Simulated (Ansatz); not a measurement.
# AlH₂O+ (singlet): wave-function methods side by side, cc-pVDZ

Aim: climb from Hartree-Fock through coupled cluster for AlH₂O+ (singlet) at one geometry and basis, and see what each rung misses.

Method: cc-pVDZ, core rule «outside noble gas», up to 6 orbitals frozen; program: Ansatz 0.2.0, Gaussian basis.

To be run: UHF; CCSD(T) on RHF; BCCD(T) on RHF; CISD; CCSDT(Q) on RHF.

36 further runs of the same task are left out: 16 for a known fault of the program, 7 that didn't finish, 13 set aside as unsound or not needed.

### 1 The system

The geometry is a PBE0/def2-TZVP stationary point (not a proven minimum) of the parent state, kept for this charge and spin.

4 atoms, charge 1, spin multiplicity 1.

Atoms are counted from 1 here; the program's logs count them from 0.

Bond lengths: Al1–O2 1.700 Å, Al1–H3 1.613 Å, O2–H4 0.957 Å. Angles: O2–Al1–H3 118.4°, Al1–O2–H4 124.9°.

### 2 UHF

Contents of in.yaml:

```yaml
crystal:
  periodic: [false, false, false]
  atoms:
    - {symbol: Al, position_ang: [0.000000, -0.079020, 0.634433]}
    - {symbol: O, position_ang: [0.000000, 0.000201, -1.063260]}
    - {symbol: H, position_ang: [0.000000, 1.302005, 1.467317]}
    - {symbol: H, position_ang: [0.000000, 0.810086, -1.572931]}
basis:
  gaussian: {orbitals: cc-pVDZ}
total_charge: 1
magnetization: {spin_polarized: true, initial_magnetization: 0}
hamiltonian: {xc: hf}
output: {orbitals: {seedname: orbitals}}
```

Started as:

```sh
ansatz run in.yaml --threads 1 --pin off --events-out ev --progress --plain --max-ram 2393MiB
```

After this run come: CCSD(T) on RHF; BCCD(T) on RHF; CISD; CCSDT(Q) on RHF.

Before running them: what should the planned runs give, taken together? Wanted: RCCSDT(Q) below the RHF energy; RMP2 from RCCSDT(Q); RCCSD from RCCSDT(Q); RCCSD(T) from RCCSDT(Q); T1 diagnostic.

The runs gave:

| quantity | value |
| --- | --- |
| RCCSDT(Q) below the RHF energy | -7.1243 eV |
| RMP2 from RCCSDT(Q) | +55.9 kJ/mol |
| RCCSD from RCCSDT(Q) | +17.9 kJ/mol |
| RCCSD(T) from RCCSDT(Q) | +3.3 kJ/mol |
| levels within 1 kcal/mol (43 meV) | RCCSD(T), BCCD(T), RCCSDT |
| T1 diagnostic | 0.022 |

What this shows: RCCSD(T) misses by +3.3 kJ/mol, 0.5 % of the correlation energy. These misses are within one basis, not against nature.
